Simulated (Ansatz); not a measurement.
# PH (triplet): the correlation ladder, 6-31++G**

Aim: climb from Hartree-Fock through coupled cluster and multireference methods for PH (triplet) at one geometry and basis, and see what each rung misses.

The runs use Ansatz 0.2.0, Gaussian basis; 6-31++G**, core rule «outside noble gas», up to 5 orbitals frozen.

The runs, in order: UHF; CCSD(T) on ROHF; CCSD(T) on UHF; BCCD(T) on ROHF; CISD as a restricted active space (open shells left free, so some higher excitations enter); CCSDT(Q) on ROHF; CCSDT(Q) on UHF; CISDTQ; CASSCF and MRCISD+Q, 6 electrons in 5 orbitals; CASSCF and NEVPT2, 6 electrons in 5 orbitals; Full CI.

18 further runs of the same task are left out: 9 that didn't finish, 9 set aside as unsound or not needed. Runs told in other sessions of the task aren't counted.

## Step 1: The system

The geometry is a PBE0/def2-TZVPD stationary point (not a proven minimum) of the parent state, kept for this charge and spin.

2 atoms, charge 0, spin multiplicity 3.

Atoms are counted from 1 here; the program's logs count them from 0.

Bond lengths: P1–H2 1.443 Å.

## Step 2: UHF

in.yaml reads:

```yaml
crystal:
  periodic: [false, false, false]
  atoms:
    - {symbol: P, position_ang: [0.000000, 0.000000, 0.000000]}
    - {symbol: H, position_ang: [0.000000, 0.000000, 1.442600]}
basis:
  gaussian: {orbitals: "6-31++G**"}
magnetization: {spin_polarized: true, initial_magnetization: 2}
hamiltonian: {xc: hf}
output: {orbitals: {seedname: orbitals}}
```

Launch:

```
> ansatz run in.yaml --threads 1 --pin off --events-out ev --progress --plain --max-ram 2393MiB
```

Further steps of the session: CCSD(T) on ROHF; CCSD(T) on UHF; BCCD(T) on ROHF; CISD as a restricted active space (open shells left free, so some higher excitations enter); CCSDT(Q) on ROHF; CCSDT(Q) on UHF; CISDTQ; CASSCF and MRCISD+Q, 6 electrons in 5 orbitals; CASSCF and NEVPT2, 6 electrons in 5 orbitals; Full CI.

**Question.** What will the summary of the whole plan be? Wanted: FCI from the RHF energy; RMP2 from FCI; UMP2 from FCI; RCCSD from FCI; RCCSD(T) from FCI; UCCSD(T) from FCI; RCCSDT(Q) from FCI; UCCSDT(Q) from FCI; NEVPT2 valence from FCI.

The runs gave:

| quantity | value |
| --- | --- |
| FCI from the ROHF energy | -2.8542 eV |
| RMP2 from FCI | +618.2 meV |
| UMP2 from FCI | +629.1 meV |
| RCCSD from FCI | +66.3 meV |
| RCCSD(T) from FCI | +13.9 meV |
| UCCSD(T) from FCI | +13.3 meV |
| RCCSDT(Q) from FCI | 0.0 meV |
| UCCSDT(Q) from FCI | -0.3 meV |
| NEVPT2 valence from FCI | +540.1 meV |
| MRCISD+Q valence from FCI | -12.8 meV |
| levels within 1 kcal/mol (43 meV) | RCCSD(T), UCCSD(T), BCCD(T), RCCSDT, UCCSDT, CISDTQ, RCCSDT(Q), UCCSDT(Q), MRCISD+Q valence |
| T1 diagnostic | 0.020 |
| effectively unpaired electrons | 2.03 |

In words: RCCSD(T) misses by +13.9 meV, 0.5 % of the correlation energy. MRCISD+Q valence falls below full CI: the +Q correction isn't variational, and the cores differ from full CI's. One determinant dominates. Of the multireference levels listed MRCISD+Q valence comes nearest in total energy (-12.8 meV), which doesn't show that its space is the better one. These misses are within one basis, not against nature; the frozen cores of restricted and unrestricted runs differ, which can shift their rows.

Levels on UHF freeze UHF's core orbitals, full CI those of ROHF, so the U rows can settle a little off it for that reason alone.

With open shells the CI space here admits some higher excitations, so it is larger than plain CISD.
